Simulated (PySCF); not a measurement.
## Atomic charges by several schemes

Compound: nitrosyl chloride, ClNO.
Numbering: `[O:1]=[N:2][Cl:3]`

Cartesian coordinates in Å at the PBE0-D3(BJ)/def2-SVP level; atoms count from 1:
```
atom  x, y, z in Å
O1    -0.3914    0.7201   -0.8508
N2    -0.5232    0.2467    0.1671
Cl3    0.9269   -0.9716    0.6728
```

Density: PBE0/pcSseg-1 (PySCF); schemes: Mulliken, IAO, Hirshfeld and ESP-fitted. Geometry: PBE0-D3(BJ)/def2-SVP; no solvent, vibrations or thermal averaging.

**Question.** Do the Mulliken, IAO, Hirshfeld and ESP-fitted schemes agree on where the charge is highest?

**Answer.** All schemes agree: Mulliken N2 (+0.165); IAO N2 (+0.234); Hirshfeld N2 (+0.163); ESP-fitted N2 (+0.121).

**Question.** At which atom do the 4 schemes differ most?

**Answer.** At N2: from +0.121 (ESP-fitted) to +0.234 e (IAO), 0.113 e apart.

**Question.** Do the Mulliken, IAO, Hirshfeld and ESP-fitted schemes agree on where the charge is lowest?

**Answer.** All schemes agree: Mulliken Cl3 (-0.146); IAO Cl3 (-0.197); Hirshfeld Cl3 (-0.194); ESP-fitted Cl3 (-0.191).

**Question.** Give the atomic charges in each scheme.

**Answer.** In e:

| atom | environment | Mulliken | IAO | Hirshfeld | ESP-fitted |
| --- | --- | --- | --- | --- | --- |
| O1 | oxygen bonded to N | -0.019 | -0.036 | +0.031 | +0.070 |
| N2 | nitrogen bonded to Cl and O | +0.165 | +0.234 | +0.163 | +0.121 |
| Cl3 | chlorine bonded to N | -0.146 | -0.197 | -0.194 | -0.191 |

Mean size of the charges over all atoms: IAO 0.156 e, Hirshfeld 0.130 e, ESP-fitted 0.127 e, Mulliken 0.110 e. Each set sums to the total charge, 0, to within 0.001 e. The IAO scheme projects the occupied orbitals on a minimal set of polarised atomic orbitals and counts the electrons in each atom's part of it.

**Question.** How many electrons does the Hirshfeld scheme count on O1?

**Answer.** Z − q = 8 − (+0.031) = 7.969.
